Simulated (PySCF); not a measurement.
**The bond of SiH+, level by level**

One table from this session's results is given with a row withheld; the runs are named, their logs left out.

Program: PySCF 2.14.0. Level of theory: Si jorge-DZP-DKH, H jorge-DZP-DKH, spin-free X2C with a Gaussian nucleus. These are calculated values, not measurements.

The first run:

The job is set up so:

- atoms: Si, H
- charge: 1
- basis: Si jorge-DZP-DKH, H jorge-DZP-DKH
- Hamiltonian: spin-free X2C with a Gaussian nucleus
- basis functions: 29
- electrons treated: 14
- masses in u: 27.9769, 1.0078
- levels: PBE0, PBE, r²SCAN, LDA, PW91, revPBE, CAM-B3LYP, HF, MP2, SCS-MP2, CCSD, CCSD(T)
- grid: 80 radial by 434 angular points
- occupations: held fixed by the projection of orbital angular momentum
- dissociation limit: Si+ + H, each in its ground configuration
- starting distance in angstrom: 1.535
- values of 2S to try: 0, 2

Run with:

```sh
$ OMP_NUM_THREADS=1 python dia.py task.json out
```

Among the steps run: Set-up; First curve: PBE0; Higher solutions at PBE0; PBE (GGA); r²SCAN (meta-GGA); LDA; PW91; revPBE (GGA); CAM-B3LYP (range-separated hybrid); RHF (mean field); Adding correlation.

One of the session's tables, all rows but one given; the rest of the session is left out.

Energy (eV) from each level's lowest point:

```
R (Å)    RHF  RHF-MP2  RHF-SCS-MP2  RHF-CCSD  RHF-CCSD(T)
1.318  0.418    0.426        0.425       n/a          n/a
1.380  0.173    0.180        0.180     0.190        0.193
1.441      ?        ?            ?         ?            ?
1.487  0.000    0.002        0.002     0.006        0.007
1.533  0.002    0.000        0.000     0.000        0.000
1.579  0.038    0.032        0.031     0.026        0.025
1.640  0.131    0.116        0.115     0.102        0.099
1.717  0.300    0.274        0.272     0.245        0.240
1.809  0.560    0.515        0.511     0.464        0.455
1.932  0.965    0.891        0.882       n/a          n/a
```

**Question.** Estimate the row for R (Å) = 1.441.

Worked estimate for «RHF». A straight line through the neighbours (1.380, 0.173) and (1.487, 0.000) gives 0.173 + (0.000 − 0.173) × (1.441 − 1.380) / (1.487 − 1.380) = 0.074; a parabola fitted to 4 rows on both sides gives 0.038.

As computed: RHF: 0.040; RHF-MP2: 0.045; RHF-SCS-MP2: 0.045; RHF-CCSD: 0.053; RHF-CCSD(T): 0.054. In «RHF» the line misses by +0.034 and the parabola by -0.002.
